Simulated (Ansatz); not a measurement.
## bcc Mo

Level of theory: PBEsol (Ansatz, a program for electronic structure, PAW).

Numerical settings: plane-wave cutoff 500 eV, 18×18×1 k mesh (along the axes of the cell as run), Fermi–Dirac smearing 0.1 eV, scalar-relativistic PAW data made under PBE.

Cell: relaxed at this level.

| Quantity | Value |
|---|---|
| surface energy of the (100) face | 3.55 J/m² |
| work function of the (100) face | 3.96 eV |

The slab of 8 atoms is relaxed and unreconstructed.

Cost on a shared machine: very roughly 5 core-minutes.
